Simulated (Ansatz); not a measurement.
# C₆H₁₀: up Jacob's ladder to CCSD(T)

How much do the methods differ for C₆H₁₀? The plan is to run it at one geometry with functionals of several rungs and with coupled cluster. The yardstick is the atomisation energy at the CCSD(T) limit.

Program: Ansatz 0.2.0, Gaussian basis. Level of theory: functionals in def2-TZVPP, the program's frozen cores in correlated methods. These are calculated values, not measurements.

The runs, in order: LDA (SPW92), PBE-D4, revPBE-D4, BLYP-D4, r2SCAN-D4, B97M-V, PBE0-D4, B3LYP-D4, r2SCANh-D4, r2SCAN0-D4, HSE06-D4, BHLYP-D4, CAM-B3LYP-D4, LC-ωPBE, ωB97X-V, ωB97M-V, B2PLYP, PBE-QIDH; CCSD(T)/def2-SVP; CCSD(T)/def2-TZVPP; MP2/def2-QZVPP; extrapolation to the limit; RPA on PBE.

## 1. The relaxed structure

All runs share one geometry, relaxed beforehand with PBE0-D4 in a triple-zeta def2 set.

SMILES `C1C[C@@H]2C[C@@H]2C1`, 16 atoms, charge 0, spin multiplicity 1.

Atoms are counted from 1 here; the program's logs count them from 0.

Bond lengths: C1–C2 1.534 Å, C1–C6 1.534 Å, C1–H7 1.091 Å, C1–H8 1.093 Å, C2–C3 1.512 Å, C2–H9 1.094 Å, C2–H10 1.095 Å, C3–C4 1.499 Å, C3–C5 1.504 Å, C3–H11 1.084 Å, C4–C5 1.499 Å, C4–H12 1.084 Å, C4–H13 1.083 Å, C5–C6 1.512 Å, C5–H14 1.084 Å, C6–H15 1.095 Å, C6–H16 1.094 Å. Angles: C2–C1–C6 105.1°, C2–C1–H7 112.6°, C2–C1–H8 110.1°, C6–C1–H7 112.6°, C6–C1–H8 110.1°, H7–C1–H8 106.6°, C1–C2–C3 104.7°, C1–C2–H9 112.3°, C1–C2–H10 110.3°, C3–C2–H9 113.4°, C3–C2–H10 109.0°, H9–C2–H10 107.2°, C2–C3–C4 117.4°, C2–C3–C5 107.9°, C2–C3–H11 118.8°, C4–C3–C5 59.9°, C4–C3–H11 118.1°, C5–C3–H11 120.8° and more.

As a file:

```xyz
16
charge 0, multiplicity 1
C    -0.9026    0.9347    0.4533
C     0.3853    0.5588    1.1967
C     1.0208   -0.5149    0.3432
C     0.1319   -1.6137   -0.1567
C     0.4173   -0.4307   -1.0321
C    -0.5915    0.6951   -1.0294
H    -1.2183    1.9599    0.6546
H    -1.7226    0.2876    0.7735
H     0.1918    0.2379    2.2243
H     1.0607    1.4193    1.2473
H     2.0743   -0.7310    0.4752
H    -0.8581   -1.7284    0.2707
H     0.6088   -2.5487   -0.4233
H     1.0252   -0.5845   -1.9158
H    -0.1320    1.5858   -1.4708
H    -1.4910    0.4728   -1.6107
```

## 2. LDA

This LDA is Slater exchange with PW92 correlation.

Input file in.yaml:

```yaml
crystal:
  periodic: [false, false, false]
  atoms:
    - {symbol: C, position_ang: [-0.902617, 0.934724, 0.453309]}
    - {symbol: C, position_ang: [0.385292, 0.558778, 1.196669]}
    - {symbol: C, position_ang: [1.020757, -0.514908, 0.343219]}
    - {symbol: C, position_ang: [0.131934, -1.613697, -0.156735]}
    - {symbol: C, position_ang: [0.417277, -0.430664, -1.032125]}
    - {symbol: C, position_ang: [-0.591473, 0.695130, -1.029395]}
    - {symbol: H, position_ang: [-1.218266, 1.959926, 0.654608]}
    - {symbol: H, position_ang: [-1.722625, 0.287635, 0.773481]}
    - {symbol: H, position_ang: [0.191775, 0.237887, 2.224315]}
    - {symbol: H, position_ang: [1.060702, 1.419306, 1.247317]}
    - {symbol: H, position_ang: [2.074321, -0.730992, 0.475208]}
    - {symbol: H, position_ang: [-0.858146, -1.728449, 0.270672]}
    - {symbol: H, position_ang: [0.608801, -2.548743, -0.423253]}
    - {symbol: H, position_ang: [1.025182, -0.584534, -1.915802]}
    - {symbol: H, position_ang: [-0.131955, 1.585795, -1.470768]}
    - {symbol: H, position_ang: [-1.490980, 0.472790, -1.610711]}
basis:
  gaussian: {orbitals: def2-TZVPP}
hamiltonian: {xc: lda}
output: {orbitals: {seedname: orbitals}}
```

On the command line:

```sh
> ansatz run in.yaml --threads 2 --pin off --events-out ev --progress --plain --max-ram 32768MiB --backend cuda --devices 0, --max-vram 18GiB
```

The runs that follow: PBE-D4 (GGA); revPBE-D4 (GGA); BLYP-D4 (GGA); r2SCAN-D4 (meta-GGA); B97M-V (meta-GGA); PBE0-D4 (hybrid); B3LYP-D4 (hybrid); r2SCANh-D4 (hybrid); r2SCAN0-D4 (hybrid); HSE06-D4 (hybrid); BHLYP-D4 (hybrid); CAM-B3LYP-D4 (range-separated); LC-ωPBE (range-separated); ωB97X-V (range-separated); ωB97M-V (range-separated); B2PLYP (double hybrid); PBE-QIDH (double hybrid); CCSD(T) in def2-SVP; CCSD(T) in def2-TZVPP; MP2 in def2-QZVPP; RPA on PBE orbitals.

Before running them: what should the planned runs give, taken together? Wanted: atomisation energy, CCSD(T)/CBS; farthest beyond LDA; mean size of error, GGA; mean size of error, meta-GGA; mean size of error, hybrid; mean size of error, range-separated; mean size of error, double hybrid; gap, smallest and largest; T1 diagnostic.

The runs gave:

```
                               quantity                                                                  value
        atomisation energy, CCSD(T)/CBS                                                          6729.3 kJ/mol
 functionals within 33.6 kJ/mol (0.5 %)  revPBE-D4, B97M-V, B3LYP-D4, r2SCANh-D4, r2SCAN0-D4, ωB97X-V, ωB97M-V
                    farthest beyond LDA                                                 PBE-D4 (+173.9 kJ/mol)
                mean size of error, GGA                                                            79.8 kJ/mol
           mean size of error, meta-GGA                                                            31.5 kJ/mol
             mean size of error, hybrid                                                            63.8 kJ/mol
    mean size of error, range-separated                                                            37.2 kJ/mol
      mean size of error, double hybrid                                                            51.0 kJ/mol
              gap, smallest and largest                                  6.69 eV (BLYP-D4), 13.68 eV (LC-ωPBE)
                          T1 diagnostic                                                                 0.0086
triples share of the correlation energy                                                                  4.2 %
```

LDA overbinds by 969.8 kJ/mol (14 %). PBE-D4 misses by +173.9 kJ/mol. Double hybrids carry the basis error of their MP2 part in triple zeta, and no dispersion term here, so their miss is partly the set-up's. By mean error the best rung here is meta-GGA (31.5 kJ/mol) and the worst beyond LDA is GGA (79.8 kJ/mol). The gap between the best rungs is small, so their order is not settled. The reference freezes the cores and leaves out relativity and excitations past (T), so misses under about 33.6 kJ/mol can't be ranked. Hartree-Fock recovers 75 % of the binding; the rest is correlation. CCSD(T) in def2-SVP is off by -219.7 kJ/mol, more than most functionals: a good method in a small basis is no reference. Orbital gaps span 6.7 to 13.7 eV; exact exchange widens them.
